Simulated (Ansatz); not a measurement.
**CH2N+ (triplet): wave-function methods side by side, cc-pVDZ**

An exercise on one series of results from a longer session: the logs are not shown, and one member is left open.

The runs use Ansatz 0.2.0, Gaussian basis; cc-pVDZ, core rule «outside noble gas», up to 2 orbitals frozen.

Plan: UHF; CCSD(T) on ROHF; CCSD(T) on UHF; BCCD(T) on ROHF; CISD as a restricted active space (open shells left free, so some higher excitations enter); CCSDT(Q) on ROHF; CCSDT(Q) on UHF; CASSCF and MRCISD+Q, 10 electrons in 10 orbitals; CASSCF and NEVPT2, 10 electrons in 10 orbitals.

18 further runs of the same task are left out: 8 that didn't finish, 10 set aside as unsound or not needed. Runs told in other sessions of the task aren't counted.

## The system

The geometry is a PBE0/def2-TZVP stationary point (not a proven minimum) of the parent state, kept for this charge and spin.

4 atoms, charge 1, spin multiplicity 3.

Atoms are counted from 1 here; the program's logs count them from 0.

Bond lengths: N1–C2 1.237 Å, C2–H3 1.099 Å, C2–H4 1.099 Å. Angles: N1–C2–H3 121.4°, N1–C2–H4 121.4°, H3–C2–H4 117.1°.

The first run:

in.yaml

```yaml
crystal:
  periodic: [false, false, false]
  atoms:
    - {symbol: N, position_ang: [0.000000, 0.000000, 0.660040]}
    - {symbol: C, position_ang: [0.000000, 0.000000, -0.576764]}
    - {symbol: H, position_ang: [0.000000, -0.937350, -1.149693]}
    - {symbol: H, position_ang: [0.000000, 0.937349, -1.149693]}
basis:
  gaussian: {orbitals: cc-pVDZ}
total_charge: 1
magnetization: {spin_polarized: true, initial_magnetization: 2}
hamiltonian: {xc: hf}
output: {orbitals: {seedname: orbitals}}
```

Started as:

```console
$ ansatz run in.yaml --threads 1 --pin off --events-out ev --progress --plain --max-ram 2393MiB
```

Among the steps run: UHF; CCSD(T) on ROHF; CCSD(T) on UHF; BCCD(T) on ROHF; CISD as a restricted active space (open shells left free, so some higher excitations enter); CCSDT(Q) on ROHF; CCSDT(Q) on UHF; CASSCF and MRCISD+Q, 10 electrons in 10 orbitals; CASSCF and NEVPT2, 10 electrons in 10 orbitals.

One of the session's tables, all rows but one given; the rest of the session is left out.

```
          method  from UCCSDT(Q) (meV)
            ROHF               +6653.9
             UHF               +6494.5
            RMP2               +1120.4
            UMP2               +1132.2
            CISD                +529.5
           RCCSD                +185.0
           UCCSD                +182.2
        RCCSD(T)                     ?
        UCCSD(T)                 +34.2
         BCCD(T)                 +34.1
          RCCSDT                  +9.4
          UCCSDT                  +8.4
       RCCSDT(Q)                  +1.2
       UCCSDT(Q)                     0
  CASSCF valence               +4148.3
  NEVPT2 valence                +830.8
  MRCISD valence                +203.4
MRCISD+Q valence                 +17.0
```

Q: Estimate the row for RCCSD(T) from the others.

The run gave: from UCCSDT(Q) (meV): +34.7. In the column «from UCCSDT(Q) (meV)» it lies between UCCSD(T) (+34.2) and UCCSD (+182.2).

To keep in mind: Restricted and unrestricted rows rest on different reference determinants; a gap between their highest levels can come from leftover correlation error, from unlike frozen cores or from another state.
